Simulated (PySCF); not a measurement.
## Adding and removing an electron: Cl₂

LC-ωPBE; PySCF, no relativity, basis sets Cl def2-TZVPPD. Neutral (UKS): singlet (closed shell), Re = 1.962 Å, ωe = 617 cm⁻¹, De = 2.38 eV, HOMO -11.50 eV, LUMO -0.52 eV.

Cl₂⁻ (UKS): doublet (σ ↑), Re = 2.564 Å, ωe = 265 cm⁻¹, De = 1.27 eV to Cl + Cl⁻. The energies at the minima are -920.14050 hartree for Cl2 and -920.23143 for Cl₂⁻.

Work out the adiabatic electron affinity, without and with harmonic zero-point energies (1 hartree = 27.2114 eV, 1 eV = 8065.5 cm⁻¹), and the change of the bond length.

At LC-ωPBE: 0.09093 hartree = 2.474 eV between the minima; the zero-point term (617.0 − 265.0)/2 cm⁻¹ = +0.022 eV makes it 2.496 eV. Re changes by +60.2 pm against the neutral. The electron enters a σ orbital, and the ion is left as a loose complex of an ion and an atom.

States were picked by a PBE0 search and need not be the measured ground states.
